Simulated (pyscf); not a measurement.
This saddle point was located with ωB97X-D3(BJ)/def2-SVP in PySCF.

```
In
O 1 1.9995
H 2 0.9659 1 112.07
O 1 2.0058 2 112.58 3 0.03
H 4 0.9646 1 114.44 2 -179.80
C 1 2.4020 2 113.60 3 178.86
H 6 1.0913 1 87.93 2 18.69
H 6 1.0921 7 120.62 1 -92.38
H 6 1.0923 7 120.51 8 -178.09
O 6 1.8750 7 91.05 9 89.58
```
Charge 0, spin multiplicity 3.

Surface: triplet, charge 0. Lowest wavenumbers (cm⁻¹): 976i, 15, 48, 62, 129.

### Question
Name the species on either side of this saddle.

### Answer
H₃C–In(OH)–OH + O atom (O) [triplet] ⇌ [HO–In–OH]• + methoxy (H₃C–O•), a substitution at C read from left to right: C–In broken and C–O formed. At ωB97M-D3(BJ)/def2-TZVP it lies +0.73 eV from the left side and +1.94 eV from the right (each side as separated species at their lowest minima found). The reactants may also form a dative adduct at H₃C–In(OH)–OH; it and routes through it were not searched. From the product side, H₂C=O + H• + [HO–In–OH]• lies, by one bond made or cut, 0.74 eV under this saddle at ωB97M-D3(BJ)/def2-TZVP. [HO–In–OH]• + H₃C–O• also meet on a surface of lower spin, which isn't treated here. H₃C–O• lies 0.30 eV over its isomer •H₂C–OH (electronic energy, ωB97M-D3(BJ)/def2-TZVP). This is the saddle that the search found; another between the same sides may lie lower. The angle at the attacked C is 179°. Left out: the spin-orbit lowering of O. Elements past Kr carry the def2 core potentials, without spin-orbit coupling.
